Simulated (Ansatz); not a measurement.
α-quartz (SiO2) was calculated with r²SCAN (PAW; Ansatz, a program for electronic structure).

Run with plane-wave cutoff 560 eV, 12×12×6 k mesh (along the axes of the cell as run), Fermi–Dirac smearing 0.01 eV, scalar-relativistic PAW data made under PBE.

The cell has the measured lattice parameters. Conventional cell: a = 4.9134 Å, b = 4.9134 Å, c = 5.4051 Å, α = 90.00°, β = 90.00°, γ = 120.00°.

```
CELL_PARAMETERS angstrom
      2.45672    -4.25516     0.00000
      2.45672     4.25516     0.00000
      0.00000     0.00000     5.40512
ATOMIC_POSITIONS crystal
  Si 0.00000 0.47000 0.33333
  Si 0.53000 0.53000 0.00000
  Si 0.47000 0.00000 0.66667
  O  0.26780 0.41460 0.21457
  O  0.58540 0.85320 0.88124
  O  0.73220 0.14680 0.45210
  O  0.85320 0.58540 0.11876
  O  0.41460 0.26780 0.78543
  O  0.14680 0.73220 0.54790
```

Q: List the 31 lowest band energies at Γ above −25 eV (eV, relative to the valence band maximum), grouping those that round alike.

A: At Γ: -20.43, -18.90 (×2), -18.28, -18.24 (×2), -8.33 (×2), -5.50, -5.45, -5.31 (×2), -3.01 (×2), -2.77, -2.49, -1.52 (×2), -1.49, -1.02 (×2), -0.70, -0.32 (×2), 6.66, 10.11 (×2), 10.66 (×2), 12.01, 12.69.

Note: cell and atoms aren't relaxed at this level (largest force component 0.17 eV/Å, pressure 2.1 GPa).
